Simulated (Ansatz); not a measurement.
## Sr: from a trial structure to a relaxed crystal

Theory: Ansatz, DFT r2SCAN, scalar-relativistic, plane waves, PAW.

Sr was placed on the alpha-boron structure type (R-3m, No. 166), at a guessed volume.

The final relaxation ran on this input, with the default PAW datasets:

```yaml
crystal:
  lattice:
    - [4.9272707052, 2.844761068, 11.0344810195]
    - [-4.9272707052, 2.844761068, 11.0344810195]
    - [0.0, -5.689522136, 11.0344810195]
  atoms:
    - { symbol: Sr, position: [0.0809858684, 0.5289709645, 0.0809858684] }
    - { symbol: Sr, position: [0.0809858684, 0.0809858684, 0.5289709645] }
    - { symbol: Sr, position: [0.5289709645, 0.0809858684, 0.0809858684] }
    - { symbol: Sr, position: [0.9190141316, 0.4710290355, 0.9190141316] }
    - { symbol: Sr, position: [0.4710290355, 0.9190141316, 0.9190141316] }
    - { symbol: Sr, position: [0.9190141316, 0.9190141316, 0.4710290355] }
    - { symbol: Sr, position: [0.2264886504, 0.6290451089, 0.2264886504] }
    - { symbol: Sr, position: [0.2264886504, 0.2264886504, 0.6290451089] }
    - { symbol: Sr, position: [0.6290451089, 0.2264886504, 0.2264886504] }
    - { symbol: Sr, position: [0.7735113496, 0.3709548911, 0.7735113496] }
    - { symbol: Sr, position: [0.3709548911, 0.7735113496, 0.7735113496] }
    - { symbol: Sr, position: [0.7735113496, 0.7735113496, 0.3709548911] }
basis:
  ecutwfc: 500
kpoints:
  mp_grid: { grid: [6, 6, 6] }
hamiltonian:
  xc: r2scan
scf:
  occupations: { method: gaussian, width: 0.1 }
output:
  forces: true
  stress: true
  eigenvalues: true
relax:
  adjacent_minimum: "off"
  f_tol: 0.01
  max_steps: 80
  cell: { stress_tol: 0.05 }
```

It can be run as:

```bash
ansatz run input.yaml --threads 4 --pin off --backend cpu --events-out ev --progress --plain --runs-dir out  # memory cap (--max-ram) not shown
```

End of the output:

```
SCF converged after 7 iterations
Free energy (F): -42654.677159 eV
Harris-Foulkes:  -42654.677159 eV  (|F-HF|=0.00e0)
Internal energy: -42654.572439 eV  (E = F + TS)
E sigma→0 (E₀):  -42654.624799 eV
Entropy (-TS):   -0.104721 eV (-8.727 meV/atom)
Fermi energy:    3.031327 eV
--- Per-component energies (eV) ---
  E_band       = -2012.585717
  E_kinetic    = 2888.965338
  E_local      = -11441.402046  (includes V_loc(G=0)·N_el)
  E_nonlocal   = 2427.805551
  E_hartree    = 3289.327379
  E_xc         = -1923.859392
  E_vxc        = -2078.378994  (∫ρ·V_xc dr)
  E_paw        = -32588.850344  (= ΣΔE_a)
  E_vpaw       = -500.666900  (= ΣTr[D̂ρ^β])
  E_aug_tail   = -0.000007  (compensation charges beyond the density's cutoff)
  E_vtau       = 112.436814  (kinetic-family band-sum trace: ∫τ·v_τ [+ j·A + Jᵃ·Aᵃ] dr)
  E_ewald      = -5304.806480
  E_core_change = -1.752438  (= ΣΔE_core)
  E_smearing   = -0.104721  (= −TS)
  E_closure    = 0.000000  (closes the sum)
  Σ components = -42654.677159   (vs F -42654.677159, Δ=0.00e0)
--- Forces (eV/Å), atoms counted from 1 ---
  atom   1  Sr     0.00021034    -0.00012144    -0.00008623
  atom   2  Sr     0.00000000     0.00024288    -0.00008623
  atom   3  Sr    -0.00021034    -0.00012144    -0.00008623
  atom   4  Sr    -0.00021034     0.00012144     0.00008623
  atom   5  Sr     0.00021034     0.00012144     0.00008623
  atom   6  Sr     0.00000000    -0.00024288     0.00008623
  atom   7  Sr    -0.00072403     0.00041802     0.00128973
  atom   8  Sr     0.00000000    -0.00083604     0.00128973
  atom   9  Sr     0.00072403     0.00041802     0.00128973
  atom  10  Sr     0.00072403    -0.00041802    -0.00128973
  atom  11  Sr    -0.00072403    -0.00041802    -0.00128973
  atom  12  Sr     0.00000000     0.00083604    -0.00128973
  max |Σ_I F_I| component: 1.02e-17 eV/Å
--- Stress (GPa, compression-positive) ---
        0.006887       0.000000       0.000000
        0.000000       0.006887       0.000000
        0.000000       0.000000       0.030439
  P = ⅓ Tr σ = 0.0147 GPa (0.147 kbar)
--- Relaxed structure (5 steps of the walk, 5 accepted, 1 SCFs on fresh bases) ---
  F+E_penalty+E_count = -42654.67715913 eV   max|allowed force component| = 1.290e-3 eV/Å   (the final SCF, on the basis selected at the relaxed cell)
  cell:  # Å, volume = 909.9588 Å³
    - [4.869020, 2.811130, 11.080210]
    - [-4.869020, 2.811130, 11.080210]
    - [0.000000, -5.622260, 11.080210]
  atoms:
    - { symbol: Sr, position: [0.078259, 0.531484, 0.078259] }
    - { symbol: Sr, position: [0.078259, 0.078259, 0.531484] }
    - { symbol: Sr, position: [0.531484, 0.078259, 0.078259] }
    - { symbol: Sr, position: [0.921741, 0.468516, 0.921741] }
    - { symbol: Sr, position: [0.468516, 0.921741, 0.921741] }
    - { symbol: Sr, position: [0.921741, 0.921741, 0.468516] }
    - { symbol: Sr, position: [0.226192, 0.628607, 0.226192] }
    - { symbol: Sr, position: [0.226192, 0.226192, 0.628607] }
    - { symbol: Sr, position: [0.628607, 0.226192, 0.226192] }
    - { symbol: Sr, position: [0.773808, 0.371393, 0.773808] }
    - { symbol: Sr, position: [0.371393, 0.773808, 0.773808] }
    - { symbol: Sr, position: [0.773808, 0.773808, 0.371393] }
```

Absolute energies hang on the potentials; compare differences alone.

The result has space group R-3m (No. 166). Around Sr on Wyckoff site h (6 atoms of the primitive cell) lie 6 Sr at 4.12–4.41 Å; Sr on Wyckoff site h (6 atoms of the primitive cell) is coordinated by 6 Sr at 3.81–4.12 Å and 1 Sr at 4.36 Å.

It lies 0.56 eV/atom above the element's standard state at the same level.

For metals, differences of a few meV/atom aren't resolved.

Symmetry constrained the relaxation, so the result can be a saddle point.